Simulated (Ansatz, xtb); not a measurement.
## H6Si2: where a starting geometry ends

The starting geometry of this gas-phase singlet has its atoms placed at random.

```yaml
atoms:
  - { symbol: Si, position_ang: [0.4974, -0.8563, 0.7327] }
  - { symbol: Si, position_ang: [-1.2863, 1.6088, 0.5664] }
  - { symbol: H, position_ang: [-0.1469, -0.7357, 1.9204] }
  - { symbol: H, position_ang: [1.9237, -0.3192, 0.8613] }
  - { symbol: H, position_ang: [-0.9345, -0.8437, 1.0010] }
  - { symbol: H, position_ang: [-2.1621, 0.9900, -0.1114] }
  - { symbol: H, position_ang: [0.3822, 0.8873, -0.1482] }
  - { symbol: H, position_ang: [0.2919, -1.4200, -0.4607] }
```

Guess where an optimisation with r2SCAN-D4/def2-SVP ends from this start.

It ends as `[SiH3][SiH3]`. Distances that change by over a tenth: Si1–H3 (1.36 → 1.50 Å), Si1–H8 (1.34 → 1.50 Å), Si2–H6 (1.27 → 1.50 Å). Contacts that open: Si1–H5 (1.46 → 3.19 Å). Contacts that close: Si1–Si2 (3.05 → 2.35 Å), Si2–H5 (2.52 → 1.50 Å), Si2–H7 (1.95 → 1.50 Å).

The energy falls by 8.23 eV over 22 steps:

```
step  E − E(last) (eV)
   1             8.230
   3             3.526
   6             2.214
   8             2.073
  10             1.953
  13             1.693
  15             1.264
  17             0.203
  20             0.000
  22             0.000
```

Final geometry (Å):

```xyz
8

Si    0.6047   -0.9578    0.5651
Si   -0.9622    0.7867    0.5239
H     0.9604   -1.2988    1.9772
H     1.8501   -0.5570   -0.1593
H    -2.2099    0.3748    1.2379
H    -1.3118    1.1387   -0.8866
H    -0.4035    1.9996    1.1965
H     0.0376   -2.1749   -0.0932
```

From the same start GFN2-xTB ends elsewhere, in pieces: H4Si + H2Si.

From so rough a start the end depends on the optimiser's path, so another program may land elsewhere. No frequencies were run, so the end isn't proven a minimum. Run with Ansatz 0.2.0, 35 s on 2 threads of Arm Neoverse N1, with other jobs on the host.
